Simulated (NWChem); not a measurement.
# BNH2Cl (SMILES N[B]Cl) at UPBE0/pcseg-2

Aim: the vertical ionisation energy of BNH2Cl at UPBE0/pcseg-2, from 2 runs. 

Program for the calculation: NWChem 7.3.0.

## (1) The system as given

BNH2Cl has 5 atoms, charge 0, and is taken as a doublet. As SMILES, `N[B]Cl`. The coordinates come from a PBE0-D4/def2-TZVP relaxation. This is one conformer, not always the lowest.

Bond lengths: N1–B2 1.376 Å, B2–Cl3 1.746 Å, N1–H4 1.005 Å, N1–H5 1.010 Å. Angles: N1–B2–Cl3 124.3°, B2–N1–H4 122.3°, B2–N1–H5 123.4°, H4–N1–H5 114.3°.

## (2) A single-point energy at UPBE0/pcseg-2

Contents of bclh2n.nw:

```
start bclh2n
title "BClH2N energy"
memory total 2200 mb
charge 0
geometry units au noautosym nocenter noautoz
   N  -0.63116853  0.77875614 -0.48509270
   B  -0.18594905 -1.02914485  1.33112308
   Cl  2.53828013 -2.88410001  1.48267912
   H  -2.22364073  1.81394811 -0.51608420
   H   0.59677551  1.18126780 -1.89085996
end
basis spherical bse
   * library pcseg-2
end
dft
   xc pbe0
   mult 2
   grid fine
   convergence energy 1e-08
   iterations 100
   mulliken
   print low
end
task dft
```

Started as:

```bash
nwchem bclh2n.nw > bclh2n.out
```

Standard output:

```text
[...]
 d= 0,ls=0.0,diis     1   -540.7675910440 -6.18D+02  3.97D-03  1.62D-01     2.2
[...]
 d= 0,ls=0.0,diis    11   -540.8234124988 -6.06D-09  1.38D-07  1.57D-10    21.1
[...]
         Total DFT energy =     -540.823412498816
      One electron energy =     -898.220929610477
           Coulomb energy =      319.526868466050
    Exchange-Corr. energy =      -39.747427460768
 Nuclear repulsion energy =       77.618076106379
[...]
      Total Density - Mulliken Population Analysis
     ---------------------------------------------
    Atom       Charge   Shell Charges
 -----------   ------   -------------------------------------------------------
    1 N    7     7.40   2.00  0.57  0.65  0.13  1.66  1.75  0.62  0.00  0.01  0.00
    2 B    5     4.78   2.00  0.50  0.36  0.12  0.96  0.65  0.06  0.02  0.10  0.01
    3 Cl  17    17.18   2.01  0.36  1.60  1.06  0.89  5.91  1.07  2.99  1.25  0.00  0.04  0.00
    4 H    1     0.81   0.42  0.31  0.00  0.01  0.05  0.00
    5 H    1     0.83   0.42  0.31  0.03  0.01  0.05  0.00
[...]
      <S2> =      0.7536 (Exact =     0.7500)
[...]
```

Wall time 22 s (1 thread of AMD EPYC 9R45 (Zen 5), shared host); peak memory 0.12 GiB.

## (3) The singlet cation, same level

Contents of test.nw:

```
start test
title "BClH2N PBE0"
memory stack 880 mb heap 220 mb global 1100 mb
charge 1

geometry noautosym nocenter noautoz
  N     -0.334000     0.412100    -0.256700
  B     -0.098400    -0.544600     0.704400
  Cl     1.343200    -1.526200     0.784600
  H     -1.176700     0.959900    -0.273100
  H      0.315800     0.625100    -1.000600
end

basis spherical bse
  * library pcseg-2
end

dft
  xc pbe0
  grid fine
  convergence energy 1e-08
  iterations 100
  mulliken
  print low
end

task dft energy
```

Started as:

```bash
nwchem test.nw > test.out
```

Standard output:

```text
[...]
 d= 0,ls=0.0,diis     1   -540.2772125178 -6.18D+02  1.58D-02  3.52D+00     1.9
[...]
 d= 0,ls=0.0,diis    11   -540.5141835579 -4.68D-09  3.22D-07  1.36D-09    16.6
         Total DFT energy =     -540.514183557899
      One electron energy =     -889.915242923985
           Coulomb energy =      311.188821350902
    Exchange-Corr. energy =      -39.405843705391
 Nuclear repulsion energy =       77.618081720576
[...]
      Total Density - Mulliken Population Analysis
     ---------------------------------------------
    Atom       Charge   Shell Charges
 -----------   ------   -------------------------------------------------------
    1 N    7     7.28   2.00  0.56  0.66  0.12  1.66  1.76  0.50  0.00  0.01  0.00
    2 B    5     4.39   2.00  0.51  0.31 -0.02  0.88  0.58 -0.00  0.01  0.11  0.01
    3 Cl  17    16.84   2.01  0.36  1.60  1.10  0.87  5.91  1.04  2.93  0.97  0.00  0.04  0.00
    4 H    1     0.76   0.41  0.28 -0.00  0.01  0.05  0.00
    5 H    1     0.73   0.40  0.26  0.00  0.01  0.05  0.00
[...]
```

Wall time 17 s (1 thread of AMD EPYC 9R45 (Zen 5), shared host); peak memory 0.12 GiB.

## (4) Summary of results

At UPBE0/pcseg-2:

```
                                          quantity          value
                      doublet BNH2Cl: total energy  -540.82341 Eh
                              doublet BNH2Cl: ⟨S²⟩          0.754
                      singlet cation: total energy  -540.51418 Eh
vertical ionisation energy (to the singlet cation)       8.415 eV
```

**Reading.** The vertical ionisation energy comes to 8.41 eV (194 kcal/mol). Only the singlet of the ionised species was computed; a triplet could lie lower.
